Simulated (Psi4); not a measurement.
Approach curve of the dimer C2H4 ··· CH4O (SMILES C=C and CO), singlet. Monomers: optimised at B3LYP-D3(BJ) (def2-TZVP), held rigid. Orientation: lowest of the rigid-body minima from ten starts at GFN2-xTB. R is the distance of the centres of mass, along which the second monomer moves.

Calculation: SAPT0/jun-cc-pVDZ, frozen core in Psi4.

Components in kJ/mol:

```tsv
R / Å	electrostatics	exchange	induction	dispersion	total
2.89	-47.02	106.39	-18.76	-23.01	17.60
3.06	-32.45	65.70	-12.23	-16.79	4.23
3.28	-20.77	34.85	-7.02	-11.27	-4.21
3.46	-14.97	20.60	-4.50	-8.21	-7.07
3.64	-11.16	12.11	-2.92	-6.03	-7.99
3.89	-7.78	5.75	-1.64	-3.98	-7.65
4.14	-5.66	2.71	-0.95	-2.67	-6.57
4.44	-4.03	1.09	-0.51	-1.69	-5.14
4.93	-2.49	0.24	-0.20	-0.84	-3.30
5.68	-1.34	0.02	-0.06	-0.34	-1.72
6.65	-0.69	0.00	-0.02	-0.13	-0.83
7.93	-0.33	0.00	-0.01	-0.04	-0.38
```
